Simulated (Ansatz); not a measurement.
Input file for Ansatz (an electronic-structure program): R-SVWN5/def2-TZVPPD on CH4 (SMILES C). Files ending in .json are basis or fitting sets from the Basis Set Exchange.

Ansatz 0.2 input:
```yaml
crystal:
  periodic: [false, false, false]
  atoms:
    - {symbol: C, position_ang: [0.00000000, 0.00000000, 0.00000000]}
    - {symbol: H, position_ang: [0.00000000, 1.08744517, 0.00000000]}
    - {symbol: H, position_ang: [-0.51262657, -0.36248173, 0.88789526]}
    - {symbol: H, position_ang: [-0.51262657, -0.36248173, -0.88789526]}
    - {symbol: H, position_ang: [1.02525314, -0.36248173, 0.00000000]}
basis:
  gaussian:
    orbitals: def2-TZVPPD.json
hamiltonian:
  xc: {name: SVWN5}
scf: {lower_state_search: off}
```

Program output:

```
WARN ansatz: RAYON_NUM_THREADS=1 ignored (pool sized by the plan → 1); use --threads N
Functional definition: SVWN5
these checks for a lower state are left out or cut short: stability, starts, cluster_reference, orbital_swaps, neighbouring_geometries, increment
integrals: 0.01 GiB planned
410 factors; their error is unknown
mean field: 0.20 GiB planned
mean field evaluation 1: about -1083.3788 eV, gradient 6.1e1 eV
mean field evaluation 2: about -1073.9107 eV, gradient 7.8e1 eV
mean field evaluation 4: about -1091.6758 eV, gradient 3.1e-1 eV
mean field evaluation 8: about -1091.6594 eV, gradient 3.2e-3 eV
mean field -1091.65938219 eV, -40.1177423423 hartree, gradient 3.0e-7 eV, S^2 0.000000; 0 other end points of the search recorded, 0 dependent functions left out
reference -1091.65941038 eV, -40.1177433781 hartree; 5, 5 occupied and 100, 100 virtual orbitals, 410 factors
Total energy: -1091.65941038 eV, -40.1177433781 hartree
Checks for a lower state left out: stability, starts, cluster_reference, orbital_swaps, neighbouring_geometries, increment
```

The run converged.

Cost: about 0.5 core-seconds (a rough figure).
